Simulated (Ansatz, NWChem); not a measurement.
## Worked example: vertical electron affinity of C2H6B (SMILES [CH2]BC)

C2H6B has 9 atoms, charge 0, and is taken as a doublet. SMILES: `[CH2]BC`. The shape is that of a PBE0-D4/def2-TZVP optimisation. This is one conformer, not always the lowest.

Both states at this one shape; open shells run unrestricted unless said. 1 Eh = 27.2114 eV.

| level | program | doublet C2H6B (Eh) | singlet C2H6B− (Eh) |
| --- | --- | --- | --- |
| UM06-2X/6-311+G** | NWChem | -104.581941 | -104.635254 |
| UB2PLYP/6-311+G**, 3 core orbitals frozen | Ansatz | -104.512642 | -104.565023 |
| UCCSD/6-311+G**, 3 core orbitals frozen | Ansatz | -104.314089 | -104.359288 |

Work out the vertical electron affinity, E(N) − E(N+1), at each level.


1. UM06-2X/6-311+G**: -104.581941 − (-104.635254) = 0.053313 Eh = 1.45 eV.
2. UB2PLYP/6-311+G**: -104.512642 − (-104.565023) = 0.052381 Eh = 1.43 eV.
3. UCCSD/6-311+G**: -104.314089 − (-104.359288) = 0.045199 Eh = 1.23 eV.

No measured value is set beside it here; the levels span 1.23 to 1.45 eV.
